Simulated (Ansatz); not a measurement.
# CH2B+ (triplet): from Hartree-Fock to the top rungs, cc-pVTZ

One table from this session's results is given with a row withheld; the runs are named, their logs left out.

Program: Ansatz 0.2.0, Gaussian basis. Level of theory: cc-pVTZ, core rule «outside noble gas», up to 2 orbitals frozen. These are calculated values, not measurements.

To be run: UHF; CCSD(T) on ROHF; CCSD(T) on UHF; BCCD(T) on ROHF; CCSDT(Q) on ROHF; CCSDT(Q) on UHF; CASSCF and MRCISD+Q, 8 electrons in 10 orbitals; CASSCF and NEVPT2, 8 electrons in 10 orbitals.

5 further runs of the same task are left out: 5 set aside as unsound or not needed. Runs told in other sessions of the task aren't counted.

**What is computed**

The geometry is a PBE0/def2-TZVP stationary point (not a proven minimum) of the parent state, kept for this charge and spin.

4 atoms, charge 1, spin multiplicity 3.

Atoms are counted from 1 here; the program's logs count them from 0.

Bond lengths: B1–C2 1.527 Å, B1–H3 1.203 Å, C2–H4 1.092 Å. Angles: C2–B1–H3 121.6°, B1–C2–H4 134.8°.

Geometry (Å):

| atom | x (Å) | y (Å) | z (Å) |
| --- | --- | --- | --- |
| B1 | 0.00000 | -0.10483 | 0.80243 |
| C2 | 0.00000 | -0.04457 | -0.72322 |
| H3 | 0.00000 | 0.89488 | 1.47249 |
| H4 | 0.00000 | 0.76068 | -1.46122 |

Set-up of the first run:

in.yaml reads:

```yaml
crystal:
  periodic: [false, false, false]
  atoms:
    - {symbol: B, position_ang: [0.000000, -0.104832, 0.802428]}
    - {symbol: C, position_ang: [0.000000, -0.044574, -0.723222]}
    - {symbol: H, position_ang: [0.000000, 0.894880, 1.472485]}
    - {symbol: H, position_ang: [0.000000, 0.760676, -1.461216]}
basis:
  gaussian: {orbitals: cc-pVTZ}
total_charge: 1
magnetization: {spin_polarized: true, initial_magnetization: 2}
hamiltonian: {xc: hf}
output: {orbitals: {seedname: orbitals}}
```

Started as:

```
ansatz run in.yaml --threads 1 --pin off --events-out ev --progress --plain --max-ram 2560MiB --backend cpu
```

Steps of the session up to this table: UHF; CCSD(T) on ROHF; CCSD(T) on UHF; BCCD(T) on ROHF; CCSDT(Q) on ROHF; CCSDT(Q) on UHF; CASSCF and MRCISD+Q, 8 electrons in 10 orbitals; CASSCF and NEVPT2, 8 electrons in 10 orbitals.

One table of the session follows, with a row left open; its other results are not shown here.

```
          method  from UCCSDT(Q) (kJ/mol)
            ROHF                   +570.1
             UHF                   +549.7
            RMP2                   +104.1
            UMP2                   +103.2
           RCCSD                    +24.5
           UCCSD                    +24.0
        RCCSD(T)                     +4.5
        UCCSD(T)                     +4.6
         BCCD(T)                     +4.6
          RCCSDT                     +1.1
          UCCSDT                     +1.0
       RCCSDT(Q)                     +0.3
       UCCSDT(Q)                        0
  CASSCF valence                   +317.6
  NEVPT2 valence                    +67.5
  MRCISD valence                        ?
MRCISD+Q valence                     +3.0
```

**Question.** Estimate the row for MRCISD valence.

The run gave: from UCCSDT(Q) (kJ/mol): +15.8. In the column «from UCCSDT(Q) (kJ/mol)» it lies between BCCD(T) (+4.6) and UCCSD (+24.0).

To keep in mind: Restricted and unrestricted rows rest on different reference determinants; a gap between their highest levels can come from leftover correlation error, from unlike frozen cores or from another state.
